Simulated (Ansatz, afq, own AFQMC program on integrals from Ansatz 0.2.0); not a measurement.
Integrals from Ansatz 0.2.0, then the random walk in our own AFQMC program (afq).

```yaml
crystal:
  periodic: [false, false, false]
  atoms:
    - {symbol: Al, position_ang: [0.000000, 0.045206, 0.673756]}
    - {symbol: O, position_ang: [0.000000, 0.045206, -1.072778]}
    - {symbol: H, position_ang: [0.000000, -3.594982, -0.955101]}
    - {symbol: H, position_ang: [0.000000, 1.667304, -0.052076]}
basis:
  gaussian: {orbitals: cc-pVDZ}
magnetization: {spin_polarized: false, initial_magnetization: 3}
correlation: {method: ccsd_t, electrons: outside_noble_gas, hamiltonian_folder: ham}
```

```sh
$ ansatz run in.yaml --threads 1 --pin off --events-out ev --progress --plain --max-ram 1382MiB
```

afq runs on the folder ham with

```
--method phaseless --trial hf --walkers 120 --populations 1 --least-time 40 --time-step 0.005 --steps-per-block 20 --equilibration-blocks 160 --max-blocks 600 --target-error 0.002400 --factor-cut 1e-05 --start spin_pure --seed 9954 --taylor-order 6
```

Times are imaginary, in 1/Eh. The walk had a cap of 1161 s.

afq prints:

```
orbitals 36  electrons 7 4  factors 246 of 397
reference energy -317.76089928 Eh
CCSD correlation -0.23356062 Eh in 19 cycles, weight of the determinant in the CISD state 0.8262
energy of the start -317.760901 Eh
 block  time / (1/Eh)  mean weight  energy / Eh
     1     0.100  1.0024  -317.817622
     2     0.200  1.0013  -317.861852
     3     0.300  0.9995  -317.897656
     4     0.400  1.0009  -317.916683
     5     0.500  1.0015  -317.923311
     9     0.900  0.9999  -317.947100
    49     4.900  0.9988  -317.970488
   113    11.300  1.0005  -317.967589
   177    17.700  0.9990  -317.973920
   241    24.100  0.9993  -318.000933
   305    30.500  1.0000  -317.989247
   369    36.900  0.9986  -317.997325
   433    43.300  0.9986  -318.004673
   481    48.100  0.9996  -318.067265
   497    49.700  1.0005  -317.962548
   561    56.100  1.0009  -318.048013
   593    59.300  1.0016  -317.959091
   625    62.500  0.9981  -318.050631
blocks merged  error / Eh  count
     1  0.001111  480
     2  0.001453  240
     4  0.001857  120
     8  0.002337  60
    16  0.002398  30
    32  0.002619  15
energy -318.000812 +/- 0.002398 Eh
(rows thinned)
```

The run passed its tests (sampling time, drift between the halves within three errors, error under three times the target), which doesn't prove that it has relaxed. The second half of the sampling lies below the first by 2.4 errors of their difference, so the energy may still be moving and its error bar be too small.

Against this walk (error 65.3 meV) on the same determinant: CCSD(T) 38.9 meV lower (within the noise), CCSDT(Q) 125.4 meV lower (within the noise), a separate phaseless walk with a CISD trial and standard settings 67.8 ± 71.1 meV lower (within the noise). The error is statistical and leaves out the bias of the constraint.

Cautions: constraint bias not in the error; lower spins were not checked; higher spins were not checked; strong correlation (T1 0.063, weight of the determinant 0.83, largest double 0.04); the bias of populations of 120 walkers isn't removed.

The walk took 4.8 min on 1 thread of Intel(R) Xeon(R) Platinum 8259CL CPU @ 2.50GHz (Skylake/Cascade Lake), on a shared host. The log's last line is the phaseless energy.

CCSDT and higher add their correlation energy to the determinant of the CCSD(T) run, since their own runs factorise the integrals more tightly (a shift of under 2 meV). A walk keeps the symmetry of its determinant, which the program's search chose and which needn't be the lowest solution, so a lower state of the same spin and another symmetry isn't excluded.
